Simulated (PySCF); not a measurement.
# Assignment exercise: C4H4FN

Geometry:
| atom | x (Å) | y (Å) | z (Å) |
| --- | --- | --- | --- |
| N1 | 2.319 | -0.407 | -2.570 |
| C2 | 1.740 | -0.353 | -1.567 |
| C3 | 1.040 | -0.295 | -0.326 |
| C4 | -0.200 | 0.200 | -0.214 |
| C5 | -0.938 | 0.259 | 1.075 |
| F6 | -0.204 | -0.252 | 2.105 |
| H7 | 1.557 | -0.679 | 0.558 |
| H8 | -0.726 | 0.587 | -1.093 |
| H9 | -1.885 | -0.305 | 0.990 |
| H10 | -1.204 | 1.308 | 1.306 |

[PySCF: GIAO KT2/pcSseg-2 shieldings; B3LYP/pcJ-1 coupling constants (spin–dipole term only in couplings to heteroatoms); geometry: PBE0-D3(BJ)/def2-SVP; fast rotation and ring inversion assumed for equivalent nuclei; isolated molecule; relativity neglected; single conformer]

δ = σ(ref) − σ, references computed at the same level: ¹³C (σ = 182.28 ppm), ¹H (σ = 31.18 ppm) vs TMS.

Question: Assign these signals to the numbered atoms. ¹³C{¹H} NMR (computed): δ 151.1 (CH, d, J = 10.3 Hz), 114.9 (C), 98.6 (CH, d, J = 19.3 Hz), 86.1 (CH2, d, J = 247.3 Hz).

Answer: 
| δ (ppm) | atoms | environment | reason |
| --- | --- | --- | --- |
| 151.1 | C4 | alkene CH | the olefinic region |
| 114.9 | C2 | nitrile carbon | this is the usual window of a C≡N carbon, which has no attached hydrogen |
| 98.6 | C3 | alkene CH | – |
| 86.1 | C5 | allylic sp3 CH2 bonded to F | pulled downfield by the heteroatom |

Question: Assign these signals to the numbered atoms. ¹H NMR (500 MHz, computed): δ 6.72 (ddt, J = 23.5, 17.6, 3.2 Hz, 1H), 5.78 (dt, J = 17.6, 3.9 Hz, 1H), 5.19 (dt, J = 53.5, 3.6 Hz, 2H).

Answer: 
```tsv
δ (ppm)	atoms	environment	reason
6.72	H8	hydrogen on an alkene CH	attached to an sp2 carbon and in the plane of the double bond
5.78	H7	hydrogen on an alkene CH	–
5.19	H9/H10	hydrogen on an allylic sp3 CH2 bonded to F	its carbon carries F, hence the downfield position
```

C–F couplings over four or more bonds (about 3 Hz to the para carbon of a fluoroarene) are left out. Common functionals overestimate the size of one-bond C–F couplings by tens of Hz; these are unscaled. Multiplet labels drop couplings under 1 Hz and merge nearly equal ones. Unscaled 3J(H,H) at this level run about 10 % above measured values. Shifts are as computed. Against solution values, carbons near 30 ppm lie about +3 ppm off and those near 130 ppm about -1 ppm. Of 1211 compounds with measured shifts, 218 miss one by over three times the rms of a fit or turn the order of signals round; such compounds aren't used in these exercises. Couplings across =CH–CH2 type bonds come from one rotamer and its mirror image, and can be 1–2 Hz further off. 3J across rotatable bonds or in flexible rings reflects this conformer alone.
